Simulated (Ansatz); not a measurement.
# CHNO: single points off equilibrium

How do the functionals fare away from a minimum? The structure is a structure displaced at random from a GFN2-xTB minimum.

Program: Ansatz 0.2.0, Gaussian basis. Level of theory: single points in def2-TZVPP. These are calculated values, not measurements.

Cores are frozen in the correlated methods.

## (1) The starting structure

SMILES `N#CO`, 4 atoms, charge 0, spin multiplicity 1.

Atoms are counted from 1 here; the program's logs count them from 0.

Bond lengths: N1–C2 1.105 Å, C2–O3 1.335 Å, O3–H4 0.963 Å. Angles: N1–C2–O3 176.9°, C2–O3–H4 112.6°.

As a file:

```xyz
4
charge 0, multiplicity 1
N    -1.3892   -0.0848    0.8524
C    -0.4801    0.0963    0.2501
O     0.5797    0.3608   -0.5172
H     1.1690   -0.3957   -0.6081
```

## (2) CCSD(T)/def2-TZVPP

File run/in.yaml:

```yaml
crystal:
  periodic: [false, false, false]
  atoms:
    - {symbol: N, position_ang: [-1.389200, -0.084800, 0.852400]}
    - {symbol: C, position_ang: [-0.480100, 0.096300, 0.250100]}
    - {symbol: O, position_ang: [0.579700, 0.360800, -0.517200]}
    - {symbol: H, position_ang: [1.169000, -0.395700, -0.608100]}
basis:
  gaussian: {orbitals: def2-TZVPP}
correlation: {method: ccsd_t}
output: {forces: true}
```

The command line of these runs was not kept.

## (3) PBE0-D4/def2-TZVPP

Edit run/in.yaml of step 2 so:

```diff
@@ -9,3 +9,3 @@
   gaussian: {orbitals: def2-TZVPP}
-correlation: {method: ccsd_t}
-output: {forces: true}
+hamiltonian: {xc: pbe0, dispersion: d4}
+output: {forces: true, orbitals: {seedname: orbitals}}
```

## (4) wB97M-V/def2-TZVPP

Edit run/in.yaml of step 3 so:

```diff
@@ -9,3 +9,3 @@
   gaussian: {orbitals: def2-TZVPP}
-hamiltonian: {xc: pbe0, dispersion: d4}
-output: {forces: true, orbitals: {seedname: orbitals}}
+hamiltonian: {xc: {name: wB97M-V}}
+output: {forces: true}
```

## (5) r2SCAN-D4/def2-TZVPP

Edit run/in.yaml of step 4 so:

```diff
@@ -9,3 +9,3 @@
   gaussian: {orbitals: def2-TZVPP}
-hamiltonian: {xc: {name: wB97M-V}}
+hamiltonian: {xc: r2scan, dispersion: d4}
 output: {forces: true}
```

## (6) PBE-D4/def2-TZVPP

Edit run/in.yaml of step 5 so:

```diff
@@ -9,3 +9,3 @@
   gaussian: {orbitals: def2-TZVPP}
-hamiltonian: {xc: r2scan, dispersion: d4}
+hamiltonian: {xc: pbe, dispersion: d4}
 output: {forces: true}
```

## (7) revPBE-D4/def2-TZVPP

Edit run/in.yaml of step 6 so:

```diff
@@ -9,3 +9,3 @@
   gaussian: {orbitals: def2-TZVPP}
-hamiltonian: {xc: pbe, dispersion: d4}
+hamiltonian: {xc: {name: revPBE}, dispersion: d4}
 output: {forces: true}
```

## (8) SPW92/def2-TZVPP

Edit run/in.yaml of step 7 so:

```diff
@@ -9,3 +9,3 @@
   gaussian: {orbitals: def2-TZVPP}
-hamiltonian: {xc: {name: revPBE}, dispersion: d4}
+hamiltonian: {xc: lda}
 output: {forces: true}
```

(Steps that only read results are left out.)

Q: Predict the outcome of this session. Wanted: energy less free atoms, CCSD(T)/def2-TZVPP; RMS force component; RMS force error; HOMO and LUMO, PBE0-D4; T1 diagnostic.

The runs gave:

```
                                  quantity                                                                                           value
energy less free atoms, CCSD(T)/def2-TZVPP                                                                                  -1622.4 kJ/mol
                       RMS force component                                                            2.977 to 3.792 eV/Å over the methods
                           RMS force error  PBE0-D4 0.489, wB97M-V 0.607, r2SCAN-D4 0.287, PBE-D4 0.266, revPBE-D4 0.317, SPW92 0.472 eV/Å
                    HOMO and LUMO, PBE0-D4                                                                              -9.38 and -0.35 eV
                             T1 diagnostic                                                                                           0.013
```

Against CCSD(T) the functionals' energies less atoms differ by -423.0 to -63.0 kJ/mol, PBE-D4 by -171.0 kJ/mol. The reference is not at the basis limit: in triple zeta CCSD(T) underbinds, which counts against methods that bind more; the gaps are no ranking. For forces PBE-D4 does best and wB97M-V worst. Frozen-core CCSD(T) forces in triple zeta carry basis errors of their own, and this is one geometry, so small gaps rank nothing.
